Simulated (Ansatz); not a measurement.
mu-NH2-B2H5 (B2NH7): single points at one geometry.

```yaml
crystal:
  periodic: [false, false, false]
  atoms:
    - {symbol: B, position_ang: [0.589443, 0.712422, -0.392807]}
    - {symbol: N, position_ang: [-0.724648, 0.402608, 0.389070]}
    - {symbol: B, position_ang: [-0.082722, -0.993884, 0.120817]}
    - {symbol: H, position_ang: [1.005349, -0.558747, -0.540474]}
    - {symbol: H, position_ang: [0.410009, 1.080177, -1.522229]}
    - {symbol: H, position_ang: [1.450923, 1.211774, 0.279164]}
    - {symbol: H, position_ang: [-0.761254, 0.708543, 1.357686]}
    - {symbol: H, position_ang: [-1.598115, 0.602157, -0.090925]}
    - {symbol: H, position_ang: [0.376164, -1.516238, 1.100413]}
    - {symbol: H, position_ang: [-0.665140, -1.648801, -0.700705]}
basis:
  gaussian: {orbitals: def2-TZVP, initial_orbitals: start.molden}
hamiltonian: {xc: {name: revPBE}, dispersion: d4}
scf: {omitted_lower_state_checks: [starts]}
output: {orbitals: {seedname: orbitals}}
```

The file start.molden holds the orbitals of an earlier run on this structure, at another level or in another basis.

```sh
$ ansatz run in.yaml --threads 4 --pin off --events-out ev --progress --plain --max-ram 3916MiB
```

Output, abridged:

```
Functional definition: revPBE
801 factors; their error is unknown
mean field evaluation 1: about -2957.8151 eV, gradient 7.0e0 eV
mean field evaluation 2: about -2957.8594 eV, gradient 4.9e-2 eV
mean field evaluation 4: about -2957.8465 eV, gradient 1.3e-4 eV
mean field -2957.84651926 eV, -108.6988546825 hartree, gradient 1.2e-5 eV, S^2 0.000000; 0 other end points of the search recorded, 0 dependent functions left out
reference -2957.84657665 eV, -108.6988567913 hartree; 12, 12 occupied and 123, 123 virtual orbitals, 801 factors
Total energy: -2958.33507095 eV, -108.7168086258 hartree
Checks for a lower state left out: starts
```

Hardware: 4 threads of Arm Neoverse V1 on a shared host. Wall time 0.7 s.

The first input with `gaussian: {orbitals: def2-SVP, initial_orbitals: start.molden}`, `hamiltonian: {xc: pbe0, dispersion: d4}` (abridged; 0.5 s):

```
Functional definition: PBE0
mean field -2951.73527798 eV, -108.4742707077 hartree, gradient 6.4e-5 eV, S^2 0.000000
Total energy: -2951.84249515 eV, -108.4782108660 hartree
Checks for a lower state left out: starts
```

As the first input, with `correlation: {method: mp2}` and without the key `hamiltonian` (abridged; 0.5 s):

```
Functional definition: HF
mean field -2937.53620689 eV, -107.9524644698 hartree, gradient 1.1e-6 eV, S^2 0.000000
3 core orbitals not correlated: weight in the atoms' cores, before any rotation towards them, 1.000 or more for the frozen orbitals, at most 0.000 for the correlated occupied ones
second order -12.38835284 eV of doubles, -0.00000000 eV of singles
Total energy: -2949.92455974 eV, -108.4077280396 hartree
Checks for a lower state left out: starts
```

The first input with `hamiltonian: {xc: {name: B2PLYP}}` and without the key `output` (abridged; 1.2 s):

```
Functional definition: B2PLYP
mean field -2951.67522328 eV, -108.4720637381 hartree, gradient 1.9e-6 eV, S^2 0.000000
3 core orbitals not correlated: weight in the atoms' cores, before any rotation towards them, 1.000 or more for the frozen orbitals, at most 0.000 for the correlated occupied ones
second order -15.00309768 eV of doubles, -0.00000000 eV of singles
Total energy: -2955.72621836 eV, -108.6209350616 hartree
Checks for a lower state left out: starts
```

First input, but with `gaussian: {orbitals: def2-SVP, initial_orbitals: start.molden}`, `hamiltonian: {xc: pbe, dispersion: d4}` (abridged; 0.5 s):

```
Functional definition: PBE
mean field -2950.89510382 eV, -108.4433948768 hartree, gradient 6.3e-6 eV, S^2 0.000000
Total energy: -2951.02581968 eV, -108.4481985961 hartree
Checks for a lower state left out: starts
```

First input, but with `gaussian: {orbitals: def2-TZVPD, initial_orbitals: start.molden}`, `hamiltonian: {xc: pbe0, dispersion: d4}` (abridged; 1.3 s):

```
Functional definition: PBE0
mean field -2954.95599753 eV, -108.5926299680 hartree, gradient 1.5e-5 eV, S^2 0.000000
Total energy: -2955.06322413 eV, -108.5965704729 hartree
Checks for a lower state left out: starts
```

Geometry: PBE-D4/def2-TZVP.

Correlated methods freeze 3 core orbitals.
